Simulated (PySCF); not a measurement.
# BH$_{3}$⁺, quartet in aug-cc-pVDZ: errors against RCCSDT

Geometry: that of the BH3⁺, doublet, kept fixed. The doublet lies 6.4 eV lower here.

```xyz
4

B     0.0000    0.0000    0.0681
H     0.0000    0.7178   -0.9866
H     0.0000    0.0000    1.2424
H     0.0000   -0.7178   -0.9866
```

Basis aug-cc-pVDZ; PySCF 2.14.0. Correlated methods freeze the noble-gas cores, which leaves 5 electrons in 49 orbitals. Prefix R: restricted or restricted open-shell reference; prefix U: unrestricted.

Full CI isn't at hand for all of this; RCCSDT serves as the reference. It lacks quadruple excitations. The frozen core follows each run's orbitals, which can shift R against U totals by a few meV.

The UHF ⟨S²⟩ is 3.756 and the T1 diagnostic (ROHF- or RHF-based CCSD) is 0.0477. The largest doubles amplitude (ROHF- or RHF-based CCSD) is 0.061 and the T1 diagnostic (UCCSD) is 0.0524.

| level | E − E(RCCSDT) (meV) | share of correlation (%) | wall time |
| --- | --- | --- | --- |
| RHF | 2302 | 0.00 | – |
| UHF | 2236 | 2.86 | – |
| RMP2 | 615 | 73.28 | – |
| UMP2 | 634 | 72.44 | – |
| RCCSD | 83 | 96.38 | – |
| UCCSD | 82 | 96.45 | – |
| RCCSD(T) | 21 | 99.10 | 3 s |
| UCCSD(T) | 19 | 99.16 | 2.7 s |
| UCCSDT | -2 | 100.07 | 2.3 min |

The correlation energy at RCCSDT, counted from RHF, is -2.302 eV. That run took 2.2 min on 1 thread of Intel Xeon Platinum 8259CL, shared host.

Times are those of the correlated step on a shared host, with one SCF added for the restricted CCSD run; they ran on 1 thread of Intel Xeon Platinum 8259CL.
